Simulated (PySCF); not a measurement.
Compound: C₄H₅F₂ (charge +1).
Structure used (PBE0-D3(BJ)/def2-SVP), in Å, numbered top down from 1:
```
atom  x, y, z in Å
C1    -1.610    0.372    0.734
C2    -0.232   -0.078    0.615
C3     0.541    0.045   -0.518
C4     1.851   -0.418   -0.527
F5     2.596   -0.320   -1.539
F6     2.412   -0.971    0.464
H7    -2.238   -0.482    1.057
H8    -2.019    0.828   -0.175
H9    -1.681    1.077    1.587
H10    0.218   -0.548    1.501
H11    0.173    0.501   -1.440
```

Theory: PBE0-D3(BJ)/def2-SVP geometry optimisation, gas phase (PySCF 2.14.0).

Take the most abundant isotopes and a rigid rotor. The values belong to one conformer with, in the numbering `[CH3:1][CH+:2][CH:3]=[C:4]([F:5])[F:6]`, C1–C2–C3–C4 180°.

Problem. What are A, B and C (cm⁻¹)?

Solution. Ia = 51.52, Ib = 268.00, Ic = 316.48 u·Å²; 505379 MHz·u·Å²/I gives 9810, 1886 and 1597 MHz, that is A = 0.32723, B = 0.06290, C = 0.05327 cm⁻¹.

Problem. What kind of rotor is it?

Solution. A near-prolate asymmetric top. Ray's parameter κ = (2B − A − C)/(A − C) = -0.930; −1 is the prolate and +1 the oblate limit.

Problem. Is it planar, by Δ = Ic − Ia − Ib?

Solution. Not planar: Δ = Ic − Ia − Ib = -3.04 u·Å². For a rigid frame Δ = −2 Σ m c², so Σ m c² = 1.52 u·Å² lies off the ab plane, practically all of it from hydrogen. The atom farthest from that plane is 0.88 Å away.

Problem. List the rotational levels J(Ka,Kc) to J = 4 (K).

Solution. Above 0(0,0), as E/k:
J = 1: 1(0,1) 0.167, 1(1,1) 0.547, 1(1,0) 0.561
J = 2: 2(0,2) 0.501, 2(1,2) 0.868, 2(1,1) 0.909, 2(2,1) 2.050, 2(2,0) 2.051
J = 3: 3(0,3) 1.001, 3(1,3) 1.348, 3(1,2) 1.431, 3(2,2) 2.552, 3(2,1) 2.554, 3(3,1) 4.488, 3(3,0) 4.488
J = 4: 4(0,4) 1.666, 4(1,4) 1.988, 4(1,3) 2.127, 4(2,3) 3.220, 4(2,2) 3.226, 4(3,2) 5.158, 4(3,1) 5.158, 4(4,1) 7.868, 4(4,0) 7.868

Problem. Which lines would a microwave search look for?

Solution. The dipole components (about the centre of mass, as the species is charged) are |μa| = 3.92 D, |μb| = 0.13 D, |μc| = 0.00 D; the mirror of this Cs structure is the ab plane, so μc vanishes by symmetry (the 0.01 D computed is a residue) and there are no c-type lines. The squared components, which scale the intensities, stand as 1.00 : 0.00 (a : b). Some lines, for components of 0.1 D or more:

```tsv
type	branch	J(Ka,Kc)	MHz	lower level (cm⁻¹)
a	Q	2(1,1) ← 2(1,2)	866	0.603
a	R	2(1,1) ← 1(1,0)	7254	0.390
b	Q	2(1,1) ← 2(0,2)	8510	0.348
b	Q	3(1,2) ← 3(0,3)	8969	0.696
a	R	3(0,3) ← 2(0,2)	10417	0.348
a	R	3(2,2) ← 2(2,1)	10448	1.425
a	R	3(2,1) ← 2(2,0)	10479	1.425
a	R	3(1,2) ← 2(1,1)	10876	0.632
b	Q	2(2,1) ← 2(1,2)	24640	0.603
b	R	3(2,2) ← 2(1,1)	34221	0.632
b	R	3(2,1) ← 2(1,2)	35126	0.603
b	Q	3(3,0) ← 3(2,1)	40311	1.775
```

No PBE0-D3(BJ)/def2-SVP frequencies stand behind this structure, so it isn't proved a minimum. Zero-point vibration and centrifugal distortion are left out. A rigid rotor knows nothing of internal rotation, which can split or shift real lines.
